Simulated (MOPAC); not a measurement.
MOPAC input (PM3):

```
PM3 FORCE THERMO(298,298) PRECISE LET CHARGE=-1 GEO-OK AUX(PRECISION=9) THREADS=1
HS

S     0.00000000 1    0.00000000 1   -0.05957879 1
H     0.00000000 1    0.00000000 1    1.24993254 1
```

**Question.** Which zero-point energy does it print?

**Answer.** 2.52 kcal/mol, from the harmonic wavenumbers of PM3.
